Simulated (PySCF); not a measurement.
## Chlorine: a sound run and one with changed settings

Sound run: Cl [Ne] 3s2 3p5, Cl⁺ [Ne] 3s2 3p4. All numbers are calculated (PySCF 2.14, the spin-free X2C one-electron Hamiltonian (Gaussian nucleus), in aug-cc-pVDZ-DK (5s4p2d, 27 functions)). The sound run starts from symmetry-adapted Hartree-Fock orbitals and uses a fine grid where one is needed.

Changed run: 26 angular points. This setting is unsound on purpose.

```
species  method  sound run (hartree)  changed run (hartree)  converged
     Cl     UHF           -460.88006             -460.88006        yes
     Cl   B3LYP           -461.57964             -461.57948        yes
     Cl  r2SCAN           -461.52630             -461.52754        yes
    Cl⁺     UHF           -460.44602             -460.44602        yes
    Cl⁺   B3LYP           -461.09883             -461.09859        yes
    Cl⁺  r2SCAN           -461.04708             -461.04881        yes
```

Ionisation energy of Cl:

```
method  sound run (eV)  changed run (eV)
   UHF          11.811            11.811
 B3LYP          13.083            13.086
r2SCAN          13.040            13.027
```

A coarse angular grid integrates products of high-l functions wrongly, so density functionals can shift, and the SCF can exploit the error; Hartree-Fock and MP2 need no grid.

For comparison, NIST gives 12.968 eV between the lowest levels.
